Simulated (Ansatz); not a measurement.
The input, for Ansatz 0.2.0:

```yaml
crystal:
  periodic: [false, false, false]
  atoms:
    - {symbol: H, position_ang: [0.000000, 0.000000, -1.141000]}
    - {symbol: H, position_ang: [0.000000, 0.000000, -0.396000]}
    - {symbol: Cl, position_ang: [0.000000, 0.000000, 1.537000]}
basis:
  gaussian: {orbitals: 6-31G}
magnetization: {spin_polarized: false, initial_magnetization: 1}
correlation: {method: fic_mrcisd_q, electrons: outside_noble_gas, active_space: {window: {electrons: 9, orbitals: 6}, shells: [{species: Cl, l: s, shell: 3}, {species: Cl, l: p, shell: 3}, {species: H, l: s, shell: 1}]}}
```

```sh
$ ansatz run in.yaml --threads 1 --pin off --events-out ev --progress --plain --max-ram 2393MiB
```

Log:

```
315 factors; integrals over basis functions are off by at most 5.3e-8 eV
mean field evaluation 1: about -12531.3863 eV, gradient 7.7e0 eV
mean field evaluation 2: about -12531.3864 eV, gradient 7.7e0 eV
mean field evaluation 4: about -12532.2945 eV, gradient 1.1e0 eV
mean field evaluation 8: about -12532.3182 eV, gradient 9.3e-4 eV
mean field evaluation 16: about -12531.9897 eV, gradient 1.5e-6 eV
mean field evaluation 32: about -12531.9897 eV, gradient 4.3e-2 eV
mean field -12532.31816158 eV, -460.5541977277 hartree, gradient 3.1e-6 eV, S^2 0.750000; 7 other end points of the search recorded, 0 dependent functions left out
reference -12532.31816158 eV, -460.5541977277 hartree; 10, 9 occupied and 7, 8 virtual orbitals, 315 factors
state -12532.86556212 eV, -460.5743143264 hartree
contracted CI cycle   1: correlation 0.00000000 eV, 0.0000000000 hartree, residual 7.66e0 eV
contracted CI cycle   2: correlation -1.00142491 eV, -0.0368016867 hartree, residual 1.33e0 eV
contracted CI cycle   3: correlation -1.03712957 eV, -0.0381138085 hartree, residual 3.15e-1 eV
contracted CI cycle   4: correlation -1.03920690 eV, -0.0381901493 hartree, residual 6.71e-2 eV
contracted CI cycle   5: correlation -1.03930724 eV, -0.0381938366 hartree, residual 1.36e-2 eV
contracted CI cycle   6: correlation -1.03931036 eV, -0.0381939512 hartree, residual 3.47e-3 eV
contracted CI cycle   7: correlation -1.03931054 eV, -0.0381939579 hartree, residual 7.06e-4 eV
state -12532.86556212 eV, -460.5743143264 hartree; corrected -12533.92526851 eV, -460.6132578181 hartree
Total energy: -12533.92526851 eV, -460.6132578181 hartree
Checks for a lower state left out: starts, orbital_swaps
```

For the same geometry and basis full CI lies 18.0 meV lower.

Ran on 1 thread of Arm Neoverse V1, shared host: 0.54 s wall, 0.13 GiB peak host memory.
